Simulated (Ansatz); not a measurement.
# BN (triplet): the correlation ladder at distance B1–N2 = 1.029 Å, 6-31G

Aim: climb from Hartree-Fock through coupled cluster and multireference methods for BN (triplet) at one geometry and basis, and see what each rung misses.

The runs use Ansatz 0.2.0, Gaussian basis; 6-31G, core rule «outside noble gas», up to 2 orbitals frozen.

To be run: UHF; CCSD(T) on ROHF; CCSD(T) on UHF; BCCD(T) on ROHF; CISD; CCSDT(Q) on ROHF; CCSDT(Q) on UHF; CISDTQ; CCSDTQ on ROHF; CCSDTQ on UHF; CASSCF and MRCISD+Q, 4 electrons in 4 orbitals; CASSCF and NEVPT2, 4 electrons in 4 orbitals; CASSCF and MRCISD+Q, 8 electrons in 8 orbitals; CASSCF and MRCISD+Q(relaxed), 8 electrons in 8 orbitals; CASSCF and NEVPT2, 8 electrons in 8 orbitals; Full CI.

12 further runs of the same task are left out: 11 that didn't finish, 1 set aside as unsound or not needed.

## 1. What is computed

The geometry derives from a PBE0/def2-TZVP stationary point (not a proven minimum). One bond is set to the value named and the two fragments are kept rigid.

2 atoms, charge 0, spin multiplicity 3.

Atoms are counted from 1 here; the program's logs count them from 0.

Bond lengths: B1–N2 1.029 Å.

## 2. UHF

File in.yaml:

```yaml
crystal:
  periodic: [false, false, false]
  atoms:
    - {symbol: B, position_ang: [0.000000, 0.000000, 0.000000]}
    - {symbol: N, position_ang: [0.000000, 0.000000, 1.029000]}
basis:
  gaussian: {orbitals: 6-31G}
magnetization: {spin_polarized: true, initial_magnetization: 2}
hamiltonian: {xc: hf}
output: {orbitals: {seedname: orbitals}}
```

Launch:

```bash
$ ansatz run in.yaml --threads 1 --pin off --events-out ev --progress --plain --max-ram 2393MiB
```

After this run come: CCSD(T) on ROHF; CCSD(T) on UHF; BCCD(T) on ROHF; CISD; CCSDT(Q) on ROHF; CCSDT(Q) on UHF; CISDTQ; CCSDTQ on ROHF; CCSDTQ on UHF; CASSCF and MRCISD+Q, 4 electrons in 4 orbitals; CASSCF and NEVPT2, 4 electrons in 4 orbitals; CASSCF and MRCISD+Q, 8 electrons in 8 orbitals; CASSCF and MRCISD+Q(relaxed), 8 electrons in 8 orbitals; CASSCF and NEVPT2, 8 electrons in 8 orbitals; Full CI.

Q: Predict the results of all the runs planned. Wanted: FCI below the RHF energy; RMP2 from FCI; UMP2 from FCI; RCCSD from FCI; RCCSD(T) from FCI; UCCSD(T) from FCI; RCCSDT(Q) from FCI; UCCSDT(Q) from FCI; NEVPT2 pair from FCI.

**Answer**, as computed:

```
                         quantity                                                                                                                                                    value
         FCI below the RHF energy                                                                                                                                               -3.6342 eV
                    RMP2 from FCI                                                                                                                                               +545.4 meV
                    UMP2 from FCI                                                                                                                                               +542.8 meV
                   RCCSD from FCI                                                                                                                                               +114.9 meV
                RCCSD(T) from FCI                                                                                                                                                +22.9 meV
                UCCSD(T) from FCI                                                                                                                                                +22.9 meV
               RCCSDT(Q) from FCI                                                                                                                                                 -0.7 meV
               UCCSDT(Q) from FCI                                                                                                                                                 -1.6 meV
             NEVPT2 pair from FCI                                                                                                                                               +373.4 meV
           MRCISD+Q pair from FCI                                                                                                                                                +29.3 meV
          NEVPT2 valence from FCI                                                                                                                                               +322.8 meV
levels within 1 kcal/mol (43 meV)  RCCSD(T), UCCSD(T), BCCD(T), RCCSDT, UCCSDT, CISDTQ, RCCSDT(Q), UCCSDT(Q), RCCSDTQ, UCCSDTQ, MRCISD+Q pair, MRCISD+Q valence, MRCISD+Q(relaxed) valence
                    T1 diagnostic                                                                                                                                                    0.017
   effectively unpaired electrons                                                                                                                                                     2.05
```

What this shows: RCCSD(T) misses by +22.9 meV, 0.6 % of the correlation energy. One determinant dominates. Of the multireference levels listed MRCISD+Q(relaxed) valence comes nearest in total energy (+1.7 meV), which doesn't show that its space is the better one. These misses are within one basis, not against nature; the frozen cores of restricted and unrestricted runs differ, which can shift their rows.
